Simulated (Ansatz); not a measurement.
C5H7F can be A, `CC1=C(F)C1C`, or B, `C#CC(C)(C)F`.

Program: Ansatz. Geometries: PBE0-D4/def2-TZVP. ΔE: electronic, gas phase. CCSD(T)/CBS adds triple-zeta CCSD(T) − MP2 to the extrapolated MP2 energy (def2 sets, frozen cores). DFT in def2-TZVPP. B3LYP here is the variant with VWN-RPA as its local correlation; programs differ in this.

A:

```xyz
13

C     1.101   -1.347   -1.020
C    -0.083   -0.634   -0.531
C    -1.270   -0.152   -0.587
F    -2.371    0.027   -1.286
C    -0.639    0.131    0.699
C    -0.117    1.497    1.072
H     1.980   -0.697   -1.000
H     0.956   -1.700   -2.042
H     1.322   -2.209   -0.383
H    -0.933   -0.472    1.566
H    -0.878    2.081    1.598
H     0.181    2.056    0.181
H     0.751    1.421    1.734
```

B:

```xyz
13

C    -1.7718   -0.5810    1.6802
C    -0.9274   -0.1276    0.9594
C     0.1049    0.3939    0.0624
C     1.4124   -0.3527    0.2504
C    -0.3724    0.3802   -1.3778
F     0.3374    1.7297    0.4089
H    -2.5219   -0.9738    2.3253
H     1.2844   -1.4078    0.0048
H     1.7448   -0.2717    1.2853
H     2.1718    0.0770   -0.4054
H    -0.5793   -0.6418   -1.6982
H     0.4014    0.8060   -2.0191
H    -1.2841    0.9696   -1.4761
```

Question: Which is lower in electronic energy at CCSD(T)/CBS, and by how much? (An estimate is asked.)

Answer: Computed: B, by 23.9 kcal/mol.

Question: Give E(B) − E(A) in kcal/mol with B3LYP-D4, CCSD/def2-TZVPP, B3LYP, r2SCAN-D4, MP2/def2-TZVPP, B2PLYP, PBE-D4. (An estimate is asked.)

Answer: The calculation gave: B3LYP-D4 -20.7, CCSD/def2-TZVPP -23.9, B3LYP -20.1, r2SCAN-D4 -18.2, MP2/def2-TZVPP -23.1, B2PLYP -22.4, PBE-D4 -13.7. None reverses the order clearly.

Largest T1 diagnostic: 0.011.

From PBE to PBE0 (25 % exact exchange), in def2-TZVPP and without D4, E(B) − E(A) moves by −0.9 kcal/mol. In def2-TZVPP, CCSD(T) changes the Hartree–Fock value by +3.3 kcal/mol (the triples alone add +0.4 kcal/mol) and MP2 by +3.7 kcal/mol.
